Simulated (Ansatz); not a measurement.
**Worked example: the enthalpy of formation of C3H6O2 (1,3-dioxolane)**

C3H6O2: 11 atoms, total charge 0, spin state singlet. As SMILES, `C1COCO1`. The coordinates come from a PBE0-D4/def2-TZVP relaxation. This is one conformer, not always the lowest.

Total energies at PBE/def2-SVP (Ansatz 0.2.0); the atoms run unrestricted:

```tsv
species	state	energy (Eh)
C3H6O2	singlet	-267.827354
C	triplet	-37.751236
O	triplet	-74.914670
H	doublet	-0.498629
```

Harmonic wavenumbers at B3LYP/6-31G*, in cm⁻¹: 24, 266, 650, 733, 910, 954, 963, 972, 1078, 1145, 1162, 1170, 1219, 1235, 1262, 1358, 1398, 1452, 1540, 1545, 1584, 3009, 3017, 3023, 3048, 3123, 3127.

Measured heats of formation of the gaseous atoms at 298.15 K, in kJ/mol: C 716.9, O 249.2, H 218.0. Spin-orbit lowering of the atoms at 298 K (mean of the ground term's levels less their thermal mean, from spectra), in kJ/mol: C 0.02, O 0.40. Take 1 Eh = 2625.50 kJ/mol, 1 cm⁻¹ = 0.0119627 kJ/mol, RT = 2.479 kJ/mol.

Question: Work out the heat of formation of the gas at 298 K.

Answer: 
1. Electronic atomisation energy: 3 × (-37.751236) + 2 × (-74.914670) + 6 × (-0.498629) − (-267.827354) = 1.752532 Eh = 4601.3 kJ/mol.
2. Zero-point energy: half the sum of the wavenumbers, 20483.5 cm⁻¹ = 245.0 kJ/mol.
3. Thermal vibrational enthalpy, Σ hcν̃/(exp(hcν̃/kT) − 1): 5.1 kJ/mol. Translation, rotation and pV of a non-linear molecule: 4 RT = 9.9 kJ/mol.
4. The 11 free atoms carry 5/2 RT each: 68.2 kJ/mol.
5. Spin-orbit coupling lowers the free atoms by 3 × 0.02 + 2 × 0.40 = 0.9 kJ/mol.
6. Atomisation enthalpy at 298 K: 4601.3 − 0.9 − 245.0 − 5.1 − 9.9 + 68.2 = 4408.6 kJ/mol.
7. Sum of the atoms' heats of formation: 3957.1 kJ/mol. Heat of formation: 3957.1 − 4408.6 = -451.5 kJ/mol.

The tabulated value is -298.0 kJ/mol (CRC Handbook of Chemistry and Physics), so this level is off by -153.5 kJ/mol, or 3.6 % of the atomisation enthalpy that the table implies (4255.1 kJ/mol). Gradient-corrected functionals often overbind somewhat. Anharmonicity and any spin-orbit splitting of the molecule are left out.
